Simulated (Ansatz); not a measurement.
Scan of [H···H···SiH], doublet

Starting geometry:

```xyz
4

H    -2.6481    0.0479    0.0000
H    -1.9031    0.0479    0.0000
Si    0.1439    0.0479    0.0000
H     0.5404   -1.4316    0.0000
```

From there H2 is moved from one fragment to the other while all else, the fragments' distance too, stays fixed; atoms are numbered as listed. Energies are in eV, counted from the starting geometry at the same level.

Basis 6-31G; Ansatz 0.2.0. Correlated methods freeze the noble-gas cores. Prefix R: restricted or restricted open-shell reference. Active spaces: valence = (7e, 7o) chosen from the atoms' valence shells.

Coupled cluster chose its determinant by trial CCSD, here up to 0.55 eV above the lowest Hartree–Fock solution of its kind. Runs in a small pair space aren't shown, since their orbitals change along the scan. The reference follows the lowest state, whose symmetry changes from A'' to A' between 1.179 and 1.265.

Full CI is exact within this basis and frozen core; it isn't the basis-set limit.

| distance H1-H2 (Å) | full CI | unpaired electrons (full CI) | error RCCSD | error RCCSD(T) | error BCCD(T) | error RCCSDT(Q) | error RCCSDTQ | error CASSCF (valence space) |
| --- | --- | --- | --- | --- | --- | --- | --- | --- |
| 0.693 | 0.033 | 1.04 | -0.001 | 0.000 | 0.000 | 0.000 | 0.000 | 0.005 |
| 0.745 | 0.000 | 1.04 | 0.000 | 0.000 | 0.000 | 0.000 | 0.000 | 0.000 |
| 0.832 | 0.146 | 1.05 | 0.003 | 0.001 | 0.001 | 0.000 | 0.000 | -0.007 |
| 0.918 | 0.431 | 1.06 | 0.008 | 0.003 | 0.003 | 0.000 | 0.000 | -0.013 |
| 1.005 | 0.779 | 1.10 | 0.017 | 0.007 | 0.007 | 0.000 | 0.000 | -0.016 |
| 1.092 | 1.126 | 1.18 | 0.034 | 0.014 | 0.014 | 0.000 | 0.000 | -0.021 |
| 1.179 | 1.434 | 1.37 | 0.061 | 0.024 | 0.029 | 0.001 | 0.000 | -0.031 |
| 1.265 | 1.612 | 1.05 | 0.012 | 0.005 | 0.004 | 0.000 | 0.000 | -0.006 |
| 1.352 | 1.780 | 1.05 | 0.009 | 0.004 | 0.003 | 0.000 | 0.000 | -0.022 |

Unpaired electrons are Σ n²(2−n)² over natural occupations. Errors are those of relative energies. In total energy the starting point itself misses full CI by: RCCSD 0.021, RCCSD(T) 0.007, BCCD(T) 0.007, RCCSDT(Q) 0.000, RCCSDTQ 0.000, CASSCF (valence space) 0.624 eV.

Spread of the error over the points with a reference, to 1.352 Å (largest less smallest): RCCSDTQ 0.000, RCCSDT(Q) 0.001, RCCSD(T) 0.025, BCCD(T) 0.030, CASSCF (valence space) 0.036, RCCSD 0.062 eV.
